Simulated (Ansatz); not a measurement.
A nudged elastic band was laid between two geometries of BH5N2 + H2 (10 atoms, charge 0, multiplicity 1).

All numbers below come from RKS PBE0-D4/def2-SVP in Ansatz.

- movable images: 7
- climbing image: yes
- spring: 5.0 eV/Å²
- optimiser: quadratic models (default)
- start path: through a guess of the saddle point
- force threshold: 0.03 eV/Å
- iteration limit: 60
- end points: relaxed

Image 0:

```xyz
10
Properties=species:S:1:pos:R:3
B 0.137 -0.465 -0.026
N 0.069 -0.158 1.354
H -0.802 -0.183 1.862
H 0.875 0.009 1.941
N 1.347 -0.510 -0.749
H 2.259 -0.328 -0.352
H 1.370 -0.713 -1.737
H -0.897 -0.697 -0.616
H -0.444 3.166 1.829
H -0.339 2.435 1.634
```

Image 8:

```xyz
10
Properties=species:S:1:pos:R:3
B 0.108 0.548 0.013
N -0.028 0.364 1.682
H -0.180 -0.621 1.901
H 0.850 0.640 2.124
N 1.252 -0.318 -0.390
H 1.022 -1.087 -1.008
H 2.052 0.168 -0.780
H -1.001 0.185 -0.382
H 0.289 1.761 -0.102
H -0.790 0.916 2.082
```

Q: What changes between the two ends?

A: Bonds broken: H9–H10. Bonds formed: B1–H9, N2–H10. BH5N2 + H2 becomes BH7N2.

Q: Give the energies along the band, and the barrier.

A: It converged. The highest image is number 5 of 0 to 8, 47.7 kcal/mol above the first end and 37.1 kcal/mol above the last; the last end lies 10.6 kcal/mol above the first. Neighbouring images differ by up to 1.3 eV, so the band resolves the path poorly. A vibrational analysis at the climbing image gives one clearly imaginary mode, 1382i cm⁻¹: a first-order saddle point. The orbitals stay closed-shell, which can raise the energy where a bond breaks towards radicals; this wasn't checked here.

```
image  path coordinate (Å)  energy (kcal/mol)  H9–H10 (Å)  B1–H9 (Å)  N2–H10 (Å)
    0                 0.00                0.0        0.76       4.12        2.64
    1                 0.77                0.1        0.76       3.76        2.64
    2                 1.54                0.6        0.76       3.35        2.65
    3                 2.31                3.3        0.76       2.71        2.45
    4                 3.08               17.2        0.77       2.08        2.02
    5                 3.85               47.7        1.03       1.42        1.34
    6                 4.78               17.9        2.00       1.24        1.02
    7                 5.71               11.4        2.42       1.23        1.02
    8                 6.63               10.6        2.58       1.23        1.02
```

Q: What is the geometry of the highest image?

A: 
```xyz
10
Properties=species:S:1:pos:R:3
B 0.057 0.347 0.153
N 0.025 0.140 1.714
H -0.723 -0.408 2.120
H 0.919 0.000 2.171
N 1.371 0.059 -0.437
H 1.722 -0.858 -0.166
H 1.402 0.111 -1.451
H -1.017 0.054 -0.353
H -0.076 1.757 0.222
H -0.106 1.355 1.169
```

Time of the run: 120 s on 1 thread of AMD EPYC 9R45 96-Core Processor (Zen 5), on a shared host, peak memory 0.17 GiB.
